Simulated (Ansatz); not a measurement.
Ideal-gas functions of `C#COC=C` at 298.15 K and 1 bar, from an Ansatz frequency run at PBE0-D4/def2-TZVP.

Molar mass 68.07 g/mol, point group Cs (symmetry number 1), electronic degeneracy 1, moments of inertia 11.599, 187.083, 198.682 u Å². Harmonic wavenumbers (cm⁻¹, unscaled): 70, 178, 436, 445, 551, 586, 660, 705, 871, 890, 974, 1136, 1220, 1333, 1412, 1729, 2298, 3188, 3214, 3289, 3499.

Use S(trans) = R[1.5 ln M + 2.5 ln T − 1.1517]; rotational temperatures θ = 24.2544 K / I; S(rot) = R[ln(√π/σ · √(T³/θAθBθC)) + 1.5]; for each mode x = 1.438777 ν̃/T, S = R[x/(eˣ − 1) − ln(1 − e⁻ˣ)] and H = RT x/(eˣ − 1); 1 cm⁻¹ = 0.0119627 kJ/mol; R = 8.31446 J/(mol·K).

Problem. By hand: the entropy, in J/(mol·K).

Solution. Translation 161.5. Rotation: θ = 2.0911, 0.1296, 0.1221 K, giving 102.5. Vibration, mode by mode: 17.38, 9.83, 3.51, 3.39, 2.27, 1.98, 1.49, 1.26, 0.66, 0.61, 0.43, 0.23, 0.16, 0.10, 0.07, 0.02, 0.00, 0.00, 0.00, 0.00, 0.00, in all 43.4. Electronic 0.0. Sum 307.4 J/(mol·K).

Problem. By hand: H − E and G − E in kJ/mol, counted from the electronic energy.

Solution. Zero-point energy ½ × 28684 × 0.0119627 = 171.6; thermal vibration 7.2; translation, rotation and pV give 4 RT = 9.9. H − E = 188.7 kJ/mol, and G − E = 188.7 − 298.15 × 307.4/1000 = 97.0 kJ/mol.

Vibration gives 14 % of the entropy, 17.4 J/(mol·K) of it from the mode under 150 cm⁻¹: soft modes count most, and the harmonic formula is weakest for them. The sum counts one conformer and one mirror image; others add a mixing term.
